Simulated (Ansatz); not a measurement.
# Pressure series in MgO

Start from MgO in the rock salt structure (space group Fm-3m, No. 225; a = 4.254 Å).

Cell and atoms are relaxed at each pressure.

Level of theory: PBE/PAW in Ansatz (an electronic-structure program), no spin-orbit coupling.

```json
[
 {"pressure (GPa)": "-2", "volume per atom (Å³/atom)": "9.755"},
 {"pressure (GPa)": "-1", "volume per atom (Å³/atom)": "9.687"},
 {"pressure (GPa)": "0", "volume per atom (Å³/atom)": "9.621"},
 {"pressure (GPa)": "3", "volume per atom (Å³/atom)": "9.437"},
 {"pressure (GPa)": "7", "volume per atom (Å³/atom)": "?"},
 {"pressure (GPa)": "30", "volume per atom (Å³/atom)": "8.295"},
 {"pressure (GPa)": "50", "volume per atom (Å³/atom)": "7.758"},
 {"pressure (GPa)": "75", "volume per atom (Å³/atom)": "7.259"},
 {"pressure (GPa)": "100", "volume per atom (Å³/atom)": "6.875"}
]
```

Question: Fit the third-order Birch–Murnaghan form P(V) = (3B₀/2)[(V₀/V)^(7/3) − (V₀/V)^(5/3)]·[1 + (3/4)(B₀′ − 4)((V₀/V)^(2/3) − 1)] (squares taken in P) to the rows shown and predict the withheld row.

Answer: Least squares on the printed values gives V₀ = 9.621 Å³/atom, B₀ = 150 GPa, B₀′ = 4.1; this predicts 9.217 Å³/atom, and the run gives 9.217 Å³/atom, in agreement.

Measured bulk modulus of MgO: 169.8 GPa (static lattice; corrected from measurement; as listed in Daniel Mejia-Rodriguez, S. B. Trickey, Phys. Rev. B (2018)); the computed value is 12 % below it.

Load acts through the strain it causes; cell and atoms are relaxed under it. No phonon test of stability was made. Competing high-pressure phases were not computed.
